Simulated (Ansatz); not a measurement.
Born–Oppenheimer molecular dynamics of BH₆NO (9 atoms, charge 0, multiplicity 1). It starts from a rough guess of a transition structure, not a stationary point.

Theory: Ansatz, UKS PBE-D4/6-31G*.

- ensemble: NVE (velocity Verlet)
- time step: 0.5 fs
- steps asked: 150
- starting velocities drawn for: 600 K
- seed: 21688

First frame:

```xyz
9
Properties=species:S:1:pos:R:3
B -0.496 -0.685 0.202
N -0.021 1.043 0.384
H -1.610 -0.781 -0.122
H -0.004 -1.360 1.020
H 0.538 0.539 -0.726
O 0.507 -0.637 -1.228
H 0.541 1.264 1.191
H -0.780 1.697 0.279
H 1.326 -1.079 -1.000
```

How far do the bonds stretch over the last three quarters of this one trajectory? (Pairs bonded in most of those frames.)


```json
{"bond": "B1–H3", "mean (Å)": "1.241", "spread (Å)": "0.031", "shortest": "1.19", "longest": "1.31"}
{"bond": "B1–H4", "mean (Å)": "1.248", "spread (Å)": "0.082", "shortest": "1.12", "longest": "1.38"}
{"bond": "B1–O6", "mean (Å)": "1.446", "spread (Å)": "0.068", "shortest": "1.32", "longest": "1.57"}
{"bond": "N2–H5", "mean (Å)": "1.039", "spread (Å)": "0.053", "shortest": "0.95", "longest": "1.14"}
{"bond": "N2–H7", "mean (Å)": "1.036", "spread (Å)": "0.054", "shortest": "0.95", "longest": "1.12"}
{"bond": "N2–H8", "mean (Å)": "1.033", "spread (Å)": "0.044", "shortest": "0.96", "longest": "1.11"}
{"bond": "O6–H9", "mean (Å)": "0.983", "spread (Å)": "0.027", "shortest": "0.94", "longest": "1.03"}
```

Mean temperature of the second half: 953 K. The conserved energy stayed within 0.57 meV per atom of its start (net change 0.34 meV per atom), so the integration is sound. The kinetic energy rose, since the run started high on the potential surface and went downhill. It ends in pieces (BH3O + H3N), so much of that is their flight and rotation, not heat. A run of 0.075 ps of so small a system gives no equilibrium averages. The orbitals were unrestricted but ended closed-shell.

Time of the run: 110 s on 1 thread of AMD EPYC 9B45 (Zen 5), on a shared host, peak memory 0.14 GiB.
